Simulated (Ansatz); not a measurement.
**PH− (doublet): B2PLYP, RPA-PBE over a scan of the distance P1–H2, 6-31++G****

How well do these functionals follow the top wave-function level for PH− (doublet) over a scan of the distance P1–H2?

Computed with Ansatz 0.2.0, Gaussian basis. Level: 6-31++G**, all electrons in the functionals, frozen cores in the correlation of double hybrids and RPA.

Plan: B2PLYP, RPA-PBE, at 1.161 Å; 1.305 Å; 1.443 Å; 1.589 Å; 1.776 Å; 2.038 Å; 2.339 Å; 2.687 Å; 3.109 Å; 3.854 Å; 4.962 Å.

20 further runs of the same task are left out: 1 for a known fault of the program, 16 that didn't finish, 3 set aside as unsound or not needed.

**1. The system**

The geometry derives from a PBE0/def2-TZVPD stationary point (not a proven minimum). One bond is set to the value named and the two fragments are kept rigid.

2 atoms, charge -1, spin multiplicity 2.

Atoms are counted from 1 here; the program's logs count them from 0.

Bond lengths: P1–H2 1.443 Å.

Coordinates:

```xyz
2
HP
P     0.0000    0.0000    0.0000
H     0.0000    0.0000    1.4426
```

No dispersion term is added.

The geometry shown and the zero of energy belong to the point 1.443 Å. The yardstick, FCI, and other wave-function levels (R restricted, U unrestricted, valence and pair active spaces) come from earlier runs.

**2. B2PLYP, 1.161 Å**

Input file in.yaml:

```yaml
crystal:
  periodic: [false, false, false]
  atoms:
    - {symbol: P, position_ang: [0.000000, 0.000000, 0.000000]}
    - {symbol: H, position_ang: [0.000000, 0.000000, 1.161000]}
basis:
  gaussian: {orbitals: "6-31++G**"}
total_charge: -1
magnetization: {spin_polarized: true, initial_magnetization: 1}
hamiltonian: {xc: {name: B2PLYP}}
correlation: {electrons: outside_noble_gas}
```

Launch:

```
ansatz run in.yaml --threads 1 --pin off --events-out ev --progress --plain --max-ram 2393MiB
```

The runs that follow: B2PLYP, 1.305 Å; B2PLYP, 1.443 Å; B2PLYP, 1.589 Å; B2PLYP, 1.776 Å; B2PLYP, 2.038 Å; B2PLYP, 2.339 Å; B2PLYP, 2.687 Å; B2PLYP, 3.109 Å; B2PLYP, 3.854 Å; B2PLYP, 4.962 Å; RPA-PBE, 1.161 Å; RPA-PBE, 1.305 Å; RPA-PBE, 1.443 Å; RPA-PBE, 1.589 Å; RPA-PBE, 1.776 Å; RPA-PBE, 2.038 Å; RPA-PBE, 2.339 Å; RPA-PBE, 2.687 Å; RPA-PBE, 3.109 Å; RPA-PBE, 3.854 Å; RPA-PBE, 4.962 Å.

Before running them: what should the planned runs give, taken together? Wanted: span of the FCI curve; largest miss, B2PLYP; largest miss, RPA-PBE.

As calculated:

| quantity | value |
| --- | --- |
| span of the FCI curve | 301.3 kJ/mol |
| largest miss, B2PLYP | +22.3 kJ/mol (2.687 Å) |
| largest miss, RPA-PBE | -58.8 kJ/mol (4.962 Å) |

Of the functionals, B2PLYP keep the smallest largest miss at the points compared (at most 22.3 kJ/mol) and RPA-PBE strays most (58.8 kJ/mol, at 4.962 Å). B2PLYP, RPA-PBE clearly break the spin symmetry at some points (⟨S²⟩ up to 1.03 above the pure value), so energy there is bought with a mixed spin. Functionals and the yardstick converge differently with the basis, so part of each miss in 6-31++G** is the basis.
